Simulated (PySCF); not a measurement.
Species: 1,3-difluoropropane, C3H6F2.
Atom-mapped SMILES: `[F:1][CH2:2][CH2:3][CH2:4][F:5]` (hydrogens: H6, H7 on C2; H8, H9 on C3; H10, H11 on C4)

Level of theory: core-valence-separated Tamm–Dancoff BHandHLYP/aug-pcX-1 (pcseg-1 on H) in PySCF, non-relativistic, gas phase, PBE0-D3(BJ)/def2-SVP geometry. No empirical shift is added; at this level the pattern usually sits a few eV under experiment.

(1) List the fluorine K-edge absorption lines.

(2) List the carbon K-edge absorption lines.

## Answers

(1) 
```csv
E (eV),f,core hole on,main final orbital
685.44,0.0514,F1/F5,"spread (2 roots, f summed)"
686.55,0.0174,F1/F5,"LUMO (2 roots, f summed)"
687.09,0.0039,F1/F5,"LUMO+1 (2 roots, f summed)"
687.31,0.0140,F1/F5,"spread (2 roots, f summed)"
687.60,0.0035,F1/F5,"LUMO+3 (2 roots, f summed)"
```

The first line with a tenth or more of the strongest one's intensity is at 685.44 eV (f = 0.051, sum of 2), with the hole on F1/F5 (alkyl fluorine). It is also the strongest listed.

(2) 
```tsv
E (eV)	f	core hole on	main final orbital
285.75	0.0187	C3	LUMO (82 %)
286.31	0.0306	C3	LUMO+3 (36 %)
286.93	0.1132	C2/C4	spread (2 roots, f summed)
287.07	0.0050	C3	LUMO+1 (65 %)
287.18	0.0000	C3	LUMO+2 (75 %)
287.73	0.0033	C3	LUMO+4 (66 %)
287.82	0.0372	C2/C4	LUMO (2 roots, f summed)
287.84	0.0010	C3	LUMO+3 (44 %)
288.24	0.0008	C3	LUMO+6 (61 %)
288.35	0.0536	C2/C4	spread (2 roots, f summed)
288.42	0.0078	C3	LUMO+5 (44 %)
288.55	0.0047	C3	LUMO+8 (37 %)
```

The first line with a tenth or more of the strongest one's intensity is at 285.75 eV (f = 0.019), with the hole on C3 (chain CH2 carbon). The strongest listed is at 286.93 eV (f = 0.113, sum of 2; C2/C4).

Roots within 0.03 eV whose holes lie on the same, on equivalent or on shared atoms are summed into one line, and the highest roots are left out, as the search may have cut off their partners. Final orbitals are the ground state's empty Kohn–Sham orbitals.

Task: What is the summed oscillator strength of the listed F K lines, and their intensity-weighted mean energy?

Result: Σf = 0.090 over 5 lines from 685.44 to 687.60 eV; the weighted mean is 686.10 eV. The strongest line holds 57 % of the sum.

The ionisation thresholds weren't computed; near and above them a finite basis only mimics Rydberg series and continuum.

Conformer computed: `[F:1][CH2:2][CH2:3][CH2:4][F:5]`: F1–C2–C3–C4 61°, C2–C3–C4–F5 62°.

One conformer stands for the species.
